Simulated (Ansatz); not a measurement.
CHF (`[CH]F`). The species carries charge 0 and has multiplicity 1. All single points use the PBE0-D4/def2-TZVP geometry.

```xyz
3

C     0.470    0.118    0.157
F    -0.031   -0.861   -0.538
H    -0.439    0.743    0.381
```

Problem. What is the dipole moment at PBE/def2-TZVPP? (Best estimate.)

Solution. The calculation gave: 1.48 D, with components (-1.46, 0.22, -0.12) D in this frame, pointing from negative to positive charge.

Problem. And with r2SCAN, B3LYP, ωB97M-V? (Estimate.)

Solution. The calculation gave: r2SCAN 1.49 D, B3LYP 1.48 D, ωB97M-V 1.48 D.

Problem. Give the Mulliken charges with PBE, r2SCAN, B3LYP in def2-TZVPP. (An estimate is asked.)

Solution. Computed: 
```tsv
atom	PBE	r2SCAN	B3LYP
C1	-0.06	0.02	-0.03
F2	-0.03	-0.07	-0.08
H3	0.10	0.05	0.11
```

B3LYP here is the variant with VWN-RPA as its local correlation; programs differ in this.
